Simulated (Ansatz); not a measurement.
# BClH₅N (built from SMILES BCl.N): a reaction path by the nudged elastic band

What path joins these two structures, and how high does it climb? Both ends were relaxed at PBE0-D4 in triple zeta.

Method: PBE0-D4/def2-SVP; program: Ansatz 0.2.0, Gaussian basis.

22 further runs of the same task are left out: 22 set aside as unsound or not needed.

## Step 1: Starting geometry

The first end: 8 atoms, charge 0, spin multiplicity 1.

Atoms are counted from 1 here; the program's logs count them from 0.

Bond lengths: B1–Cl2 1.855 Å, B1–H3 1.204 Å, B1–H4 1.204 Å, B1–N6 1.623 Å, H5–N6 1.017 Å, N6–H7 1.017 Å, N6–H8 1.016 Å. Angles: Cl2–B1–H3 112.1°, Cl2–B1–H4 112.1°, Cl2–B1–N6 103.6°, H3–B1–H4 115.4°, H3–B1–N6 106.3°, H4–B1–N6 106.3°, B1–N6–H5 110.0°, B1–N6–H7 110.0°, B1–N6–H8 111.4°, H5–N6–H7 107.6°, H5–N6–H8 108.9°, H7–N6–H8 108.9°.

Coordinates:

```xyz
8
charge 0, multiplicity 1
B    -0.5289   -0.4887   -0.3721
Cl    0.2224   -0.3919   -2.0659
H    -1.6254    0.0081   -0.3347
H    -0.4471   -1.5953    0.0963
H     0.4375    1.4046    0.1530
N     0.4325    0.4598    0.5280
H     1.3874    0.1123    0.5004
H     0.1215    0.4911    1.4951
```

The second end:

```mol
BClH5N
  3D, bonds by distance, orders not assigned

  8  6  0  0  0  0  0  0  0  0999 V2000
   -0.7058   -0.8214    0.4672 B   0  0
    0.9354    1.2424   -2.4267 Cl  0  0
   -1.8636   -0.5329    0.4076 H   0  0
   -0.3108   -1.9347    0.2883 H   0  0
    0.5627    0.7335   -1.2972 H   0  0
    0.2229    0.1851    0.7269 N   0  0
    1.2032    0.0009    0.8692 H   0  0
   -0.0441    1.1270    0.9649 H   0  0
  1  3  8  0
  1  4  8  0
  1  6  8  0
  2  5  8  0
  6  7  8  0
  6  8  8  0
M  END
```

## Step 2: The band at PBE0-D4/def2-SVP

File neb/in.yaml:

```yaml
crystal:
  periodic: [false, false, false]
  atoms:
    - {symbol: B, position_ang: [-0.528915, -0.488742, -0.372125]}
    - {symbol: Cl, position_ang: [0.222435, -0.391913, -2.065915]}
    - {symbol: H, position_ang: [-1.625405, 0.008111, -0.334719]}
    - {symbol: H, position_ang: [-0.447109, -1.595265, 0.096328]}
    - {symbol: H, position_ang: [0.437534, 1.404609, 0.153036]}
    - {symbol: N, position_ang: [0.432467, 0.459768, 0.528013]}
    - {symbol: H, position_ang: [1.387389, 0.112290, 0.500428]}
    - {symbol: H, position_ang: [0.121503, 0.491143, 1.495055]}
basis:
  gaussian: {orbitals: def2-SVP}
hamiltonian: {xc: pbe0, dispersion: d4}
neb:
  images: 5
  climbing: true
  max_iterations: 40
  initial_path: idpp
  final_atoms:
    - {symbol: B, position_ang: [-0.705764, -0.821435, 0.467207]}
    - {symbol: Cl, position_ang: [0.935420, 1.242422, -2.426658]}
    - {symbol: H, position_ang: [-1.863592, -0.532866, 0.407566]}
    - {symbol: H, position_ang: [-0.310782, -1.934707, 0.288293]}
    - {symbol: H, position_ang: [0.562698, 0.733500, -1.297247]}
    - {symbol: N, position_ang: [0.222874, 0.185110, 0.726892]}
    - {symbol: H, position_ang: [1.203191, 0.000934, 0.869152]}
    - {symbol: H, position_ang: [-0.044144, 1.127042, 0.964895]}
```

Started as:

```sh
> ansatz run in.yaml --threads 2 --pin off --events-out ev --progress --plain --max-ram 4352MiB
```

Log, shortened:

```text
Functional definition: PBE0
  name "PBE0"
  cite "Adamo & Barone, J. Chem. Phys. 110, 6158 (1999) doi:10.1063/1.478522"
  cite "Perdew, Burke & Ernzerhof, Phys. Rev. Lett. 77, 3865 (1996) doi:10.1103/PhysRevLett.77.3865"
  parent pbe
[...]
768 factors; integrals over basis functions are off by at most 4.1e-4 eV
[...]
mean field -14759.62862030 eV, -542.4063473606 hartree, gradient 2.3e-5 eV, S^2 0.000000; 0 other end points of the search recorded, 0 dependent functions left out
[...]
reference -14759.62864217 eV, -542.4063481643 hartree; 17, 17 occupied and 54, 54 virtual orbitals, 768 factors
[... from here to the last solve, the lines of the solves are left out (110 solves) ...]
WARN: NEB end point (image 0): max|allowed force component| = 2.627e-1 eV/Å (the criterion of neb.relax_end_points is 1.000e-2). That is over neb.f_tol: it is no minimum, so the barrier can be far off. Relax it first
WARN: NEB end point (image 6): max|allowed force component| = 2.992e-1 eV/Å (the criterion of neb.relax_end_points is 1.000e-2). That is over neb.f_tol: it is no minimum, so the barrier can be far off. Relax it first
NEB iter   1: max|band force component| = 4.439e0 eV/Å  barrier→ = 3.1484 eV  barrier← = 2.3639 eV  Δτ_max = 0.2000 Å  (170 SCF iters)
[...]
NEB iter   4: max|band force component| = 4.445e0 eV/Å  barrier→ = 1.4771 eV  barrier← = 0.6925 eV  Δτ_max = 0.2000 Å  (137 SCF iters)
[...]
NEB iter   7: max|band force component| = 6.355e-1 eV/Å  barrier→ = 1.2662 eV  barrier← = 0.4816 eV  Δτ_max = 0.1050 Å  (129 SCF iters)
[...]
NEB iter  10: max|band force component| = 6.896e-1 eV/Å  barrier→ = 1.3467 eV  barrier← = 0.5621 eV  CI = image 3  Δτ_max = 0.0821 Å  (137 SCF iters)
[...]
NEB iter  13: max|band force component| = 5.841e-2 eV/Å  barrier→ = 1.3149 eV  barrier← = 0.5304 eV  CI = image 3  Δτ_max = 0.0254 Å  (125 SCF iters)
[...]
NEB iter  14: max|band force component| = 3.798e-2 eV/Å  barrier→ = 1.3144 eV  barrier← = 0.5298 eV  CI = image 3  Δτ_max = 0.0000 Å  (949 SCF iters)
Total energy: -14758.41140817 eV, -542.3616156397 hartree
Atom 0 at    -0.590894    -0.550384    -0.073822 Å, force     0.006832     0.033339    -0.006481 eV/Å
Atom 1 at     0.233077     0.684942    -2.001428 Å, force     0.001595     0.006354    -0.012378 eV/Å
Atom 2 at    -1.728577    -0.162045    -0.043631 Å, force    -0.000199    -0.014223    -0.000960 eV/Å
Atom 3 at    -0.285362    -1.667928    -0.394185 Å, force    -0.005480    -0.007663     0.002823 eV/Å
Atom 4 at     0.641281     0.750206    -0.569170 Å, force    -0.020071    -0.018258     0.017651 eV/Å
Atom 5 at     0.415162     0.238950     0.693318 Å, force     0.018260    -0.005459    -0.022943 eV/Å
Atom 6 at     1.233917    -0.243886     1.051902 Å, force    -0.003304     0.003302     0.014608 eV/Å
Atom 7 at     0.081296     0.950146     1.337117 Å, force     0.002366     0.002608     0.007679 eV/Å
Dipole moment:     0.270137     0.059947     0.859773 e Å
```

Run time: 64 s. Hardware: 2 threads of Intel Xeon 6975P-C, shared host.

The last band:

```csv
image,path (Å),energy (eV),B1–N6 (Å),Cl2–H5 (Å),B1–Cl2 (Å),H5–N6 (Å)
0,0.00,0.000,1.62,2.86,1.86,1.02
1,0.74,0.038,1.64,2.58,1.86,1.02
2,1.48,0.190,1.63,2.15,1.92,1.03
3,2.22,1.314,1.49,1.49,2.43,1.38
4,2.83,0.866,1.41,1.31,3.00,1.92
5,3.44,0.774,1.40,1.30,3.54,2.10
6,4.05,0.785,1.39,1.29,3.92,2.12
```

The highest image, 3:

```xyz
8
BClH5N
B    -0.5909   -0.5504   -0.0738
Cl    0.2331    0.6849   -2.0014
H    -1.7286   -0.1620   -0.0436
H    -0.2854   -1.6679   -0.3942
H     0.6413    0.7502   -0.5692
N     0.4152    0.2389    0.6933
H     1.2339   -0.2439    1.0519
H     0.0813    0.9501    1.3371
```

## Step 3: Summary of results

| quantity | value |
| --- | --- |
| PBE0-D4/def2-SVP, 14 iterations | highest 1.314 eV (image 3), last end +0.785 eV |
| from earlier runs: barrier over the separately found saddle, CCSD(T)/def2-TZVPP | 1.426 eV |

**Reading.** The highest image lies 1.314 eV above the first end, and it climbed, so it estimates the saddle. The ends are not quite minima at this level (largest force component 0.30 eV/Å), so the heights are unreliable: relaxing the first end would lower it and raise the barrier above it. The highest image is 0.112 eV below the CCSD(T) barrier in triple zeta, which comes from separate runs on the saddle.
